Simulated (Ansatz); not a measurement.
**CHAlB (quartet): the correlation ladder, cc-pVDZ**

The task here is to estimate one member of a computed series from the others.

The runs use Ansatz 0.2.0, Gaussian basis; cc-pVDZ, core rule «outside noble gas», up to 7 orbitals frozen.

Plan: UHF; CCSD(T) on ROHF; CCSD(T) on UHF; BCCD(T) on ROHF; CISD as a restricted active space (open shells left free, so some higher excitations enter); CCSDT(Q) on ROHF; CCSDT(Q) on UHF.

21 further runs of the same task are left out: 11 that didn't finish, 10 set aside as unsound or not needed. Runs told in other sessions of the task aren't counted.

### The geometry

The geometry is a PBE0/def2-TZVP stationary point (not a proven minimum).

4 atoms, charge 0, spin multiplicity 4.

Atoms are counted from 1 here; the program's logs count them from 0.

Bond lengths: Al1–C2 1.877 Å, Al1–B3 2.270 Å, C2–B3 1.412 Å, C2–H4 1.082 Å. Angles: C2–Al1–B3 38.4°, Al1–C2–B3 86.1°, Al1–C2–H4 134.4°, B3–C2–H4 139.6°, Al1–B3–C2 55.6°.

Geometry (Å):

| atom | x (Å) | y (Å) | z (Å) |
| --- | --- | --- | --- |
| Al1 | 0.0000 | 0.0162 | 0.9194 |
| C2 | 0.0000 | 0.5650 | -0.8751 |
| B3 | 0.0000 | -0.8104 | -1.1945 |
| H4 | 0.0000 | 1.5259 | -1.3725 |

Set-up of the first run:

Input file in.yaml:

```yaml
crystal:
  periodic: [false, false, false]
  atoms:
    - {symbol: Al, position_ang: [0.000000, 0.016173, 0.919434]}
    - {symbol: C, position_ang: [0.000000, 0.565027, -0.875065]}
    - {symbol: B, position_ang: [0.000000, -0.810360, -1.194541]}
    - {symbol: H, position_ang: [0.000000, 1.525932, -1.372524]}
basis:
  gaussian: {orbitals: cc-pVDZ}
magnetization: {spin_polarized: true, initial_magnetization: 3}
hamiltonian: {xc: hf}
output: {orbitals: {seedname: orbitals}}
```

On the command line:

```console
ansatz run in.yaml --threads 1 --pin off --events-out ev --progress --plain --max-ram 2393MiB
```

Among the steps run: UHF; CCSD(T) on ROHF; CCSD(T) on UHF; BCCD(T) on ROHF; CISD as a restricted active space (open shells left free, so some higher excitations enter); CCSDT(Q) on ROHF; CCSDT(Q) on UHF.

One of the session's tables, all rows but one given; the rest of the session is left out.

It belongs to the step «Misses and costs». 

```
   method  from UCCSDT(Q) (meV)
     ROHF               +7239.8
      UHF               +7077.1
     RMP2               +1026.5
     UMP2               +1076.7
     CISD                +998.5
    RCCSD                +444.4
    UCCSD                +441.5
 RCCSD(T)                     ?
 UCCSD(T)                 +77.9
  BCCD(T)                 +73.1
   RCCSDT                 +36.9
   UCCSDT                 +36.2
RCCSDT(Q)                  +3.5
UCCSDT(Q)                     0
```

Q: Estimate the row for RCCSD(T) from the others.

**Answer.** from UCCSDT(Q) (meV): +72.1. In the column «from UCCSDT(Q) (meV)» it lies between RCCSDT (+36.9) and BCCD(T) (+73.1).

With the free atoms at the same levels and basis (separate runs), the atomisation energy is 10.049 eV at UCCSDT(Q), 10.008 eV at RCCSD(T), 10.000 eV at UCCSD(T), 8.060 eV at ROHF.

Limits of these values: Restricted and unrestricted rows rest on different reference determinants; a gap between their highest levels can come from leftover correlation error, from unlike frozen cores or from another state.
